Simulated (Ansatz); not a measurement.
Relaxation of CH4BF (7 atoms, charge 0, multiplicity 1), to a largest force component of 0.015 eV/Å in at most 40 steps.

Level of theory: RKS r2SCAN-D4/6-31G* (Ansatz 0.2.0).

```xyz
7
Properties=species:S:1:pos:R:3:forces:R:3
B -0.693 0.089 -0.511 0.34 2.91 -0.68
C 0.551 -0.054 0.372 0.24 0.63 -0.46
F 0.569 -1.341 0.850 0.64 -0.96 0.81
H -1.418 -0.755 -0.686 -1.19 -1.65 -0.23
H -0.958 1.168 -1.052 0.31 -0.58 0.35
H 0.524 0.680 1.218 0.22 -0.32 -0.38
H 1.485 0.145 -0.237 -0.56 -0.02 0.59
```

Question: Where does it end, and by what steps?

Answer: The run converged. After 6 steps the energy has fallen by 0.197 eV; F3 moved furthest, 0.13 Å.

```csv
step,energy less start (eV),largest force component (eV/Å),accepted
0,0.0000,2.907,yes
1,-0.1793,0.619,yes
2,-0.1859,0.406,yes
3,-0.1897,0.322,yes
4,-0.1965,0.039,yes
5,-0.1966,0.022,yes
6,-0.1966,0.003,yes
```

```xyz
7
Properties=species:S:1:pos:R:3
B -0.723 0.111 -0.532
C 0.531 -0.078 0.362
F 0.682 -1.349 0.918
H -1.505 -0.772 -0.726
H -0.885 1.190 -1.032
H 0.518 0.666 1.181
H 1.442 0.164 -0.217
```

Whether the end is a true minimum wasn't checked by a vibrational analysis.

Time of the run: 8 s on 1 thread of Intel(R) Xeon(R) 6975P-C (Granite Rapids), with other jobs on the host, peak memory 0.13 GiB.
